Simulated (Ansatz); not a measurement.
# CH3LiN: the cost of one run

All numbers below are computed with Ansatz 0.2.0 (UKS PBE0-D4/cc-pVDZ).

**1. The starting structure**

Bond lengths: Li1–N2 1.861 Å, N2–C3 1.336 Å, N2–H4 1.019 Å, C3–H5 1.082 Å, C3–H6 1.077 Å. Angles: Li1–N2–C3 125.3°, Li1–N2–H4 113.8°, C3–N2–H4 108.7°, N2–C3–H5 122.8°, N2–C3–H6 118.4°, H5–C3–H6 118.5°.

As a file:

```xyz
6

Li   -2.1100   -0.4942   -0.2528
N    -0.2771   -0.5794    0.0606
C     0.5301    0.4751    0.2098
H     0.2034   -1.2813   -0.5009
H     1.4682    0.5750   -0.3207
H     0.1855    1.3047    0.8040
```

**2. Preparing the start**

input.yaml

```yaml
crystal:
  periodic: [false, false, false]
  atoms:
    - { symbol: Li, position_ang: [-2.10999, -0.49419, -0.25278] }
    - { symbol: "N", position_ang: [-0.27712, -0.57938, 0.06057] }
    - { symbol: C, position_ang: [0.53006, 0.47513, 0.20982] }
    - { symbol: H, position_ang: [0.20341, -1.28128, -0.50089] }
    - { symbol: H, position_ang: [1.46817, 0.57503, -0.32075] }
    - { symbol: H, position_ang: [0.18547, 1.30469, 0.80403] }
magnetization:
  spin_polarized: true
  initial_magnetization: 1
basis:
  gaussian: { orbitals: cc-pVDZ }
hamiltonian:
  xc: pbe0
  dispersion: d4
relax:
  f_tol: 0.02
  max_steps: 40
```

Run with:

```bash
> ansatz run input.yaml --threads 1 --pin off --max-ram 2048MiB --backend cpu --events-out ev --progress --plain --runs-dir out
```

What time and memory should one allow on 1 thread of Intel Xeon Platinum 8559C (Emerald Rapids), shared host?

About 35 s, with a peak of 0.16 GiB.
